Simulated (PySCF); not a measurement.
Screening by computed properties: pick the candidate that meets the target.

All species are isolated and taken at one optimised geometry, non-relativistic unless stated; the electronic structure was computed with PySCF and density fitting.

(1) Wanted: lowest singlet excitation above 6.8 eV (TDDFT CAM-B3LYP/def2-SVPD) and HOMO energy below -8.1 eV (CAM-B3LYP/def2-SVPD), at PBE0-D3(BJ)/def2-SVP geometries. Which candidate meets both?
A. `c1cc2[nH]ccc2[nH]1` (C6H6N2)
B. `c1cccs1` (C4H4S)
C. `N=C=O` (CHNO)
D. `C(O)#N` (CHNO)
E. `C#CC(C)=S` (C4H4S)

(2) Wanted: vertical ionisation energy above 12 eV (ΔSCF CAM-B3LYP/def2-SVPD) and smallest rotational constant above 3 GHz (PBE0-D3(BJ)/def2-SVP), at PBE0-D3(BJ)/def2-SVP geometries. Which candidate meets both?
A. `N=C=O` (CHNO)
B. `c1cccs1` (C4H4S)
C. `C(O)#N` (CHNO)
D. `C#CC(C)=S` (C4H4S)
E. `c1cc2[nH]ccc2[nH]1` (C6H6N2)

(3) Wanted: electronic spatial extent ⟨r²⟩ about the centre of nuclear charge above 700 bohr² (CAM-B3LYP/def2-SVPD) and static isotropic polarisability above 67 au (CAM-B3LYP/def2-SVPD), at PBE0-D3(BJ)/def2-SVP geometries. Which candidate meets both?
A. `c1ccsc1`
B. `C#CC(C)=S`
C. `N=C=O`
D. `C1=CC2=C(C=CN2)N1`

(4) Wanted: HOMO–LUMO gap above 10 eV (CAM-B3LYP/def2-SVPD) and dipole moment below 3 D (CAM-B3LYP/def2-SVPD), at PBE0-D3(BJ)/def2-SVP geometries. Which candidate meets both?
A. `c1cc2[nH]ccc2[nH]1` (C6H6N2)
B. `C(O)#N` (CHNO)
C. `C#CC(C)=S` (C4H4S)
D. `c1cccs1` (C4H4S)
E. `N=C=O` (CHNO)

Results:

(1) D. Computed values:
```csv
species,lowest singlet excitation,HOMO energy
C#CC(C)=S (C4H4S),2.17 eV,-8.00 eV
c1cc2[nH]ccc2[nH]1 (C6H6N2),5.37 eV,-6.45 eV
c1cccs1 (C4H4S),5.85 eV,-8.19 eV
N=C=O (CHNO),6.58 eV,-10.34 eV
C(O)#N (CHNO),6.92 eV,-10.53 eV
```

(2) C. Computed values:
| species | vertical ionisation energy | smallest rotational constant |
| --- | --- | --- |
| c1cc2[nH]ccc2[nH]1 (C6H6N2) | 7.18 eV | 1.544 GHz |
| C#CC(C)=S (C4H4S) | 8.75 eV | 2.131 GHz |
| c1cccs1 (C4H4S) | 9.00 eV | 3.234 GHz |
| N=C=O (CHNO) | 11.83 eV | 10.941 GHz |
| C(O)#N (CHNO) | 12.11 eV | 10.512 GHz |

(3) D. Computed values:
| species | electronic spatial extent ⟨r²⟩ about the centre of nuclear charge | static isotropic polarisability |
| --- | --- | --- |
| N=C=O | 126 bohr² | 22.3 au |
| c1ccsc1 | 401 bohr² | 61.9 au |
| C#CC(C)=S | 559 bohr² | 71.9 au |
| C1=CC2=C(C=CN2)N1 | 769 bohr² | 82.0 au |

(4) E. Computed values:
```csv
species,HOMO–LUMO gap,dipole moment
C#CC(C)=S (C4H4S),6.23 eV,2.65 D
c1cc2[nH]ccc2[nH]1 (C6H6N2),8.07 eV,0.00 D
c1cccs1 (C4H4S),8.80 eV,0.53 D
C(O)#N (CHNO),10.50 eV,3.98 D
N=C=O (CHNO),11.29 eV,2.25 D
```
